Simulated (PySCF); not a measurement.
methane (CH4), SMILES C. Heavy atoms are numbered as in [CH4:1]. Hydrogens are named by the atom that carries them.

Geometry: PBE0-D3(BJ)/def2-TZVPD.

All values below come from PySCF with PBE/pcSseg-2.

GIAO shieldings, no solvent; atoms alike by connectivity are averaged. δ = σ(ref) − σ: ¹³C against TMS (σ = 181.4 ppm); ¹H against TMS (σ = 31.47 ppm), references at their B3LYP-D3(BJ)/def2-TZVP geometries, non-relativistic.

Estimate the chemical shifts. (Estimate from the structure and the level; the computed values follow.)


```tsv
nucleus	atoms	count	δ (ppm)
¹³C	C1 (CH4)	1	-7.7
¹H	H on C1	4	0.13
```
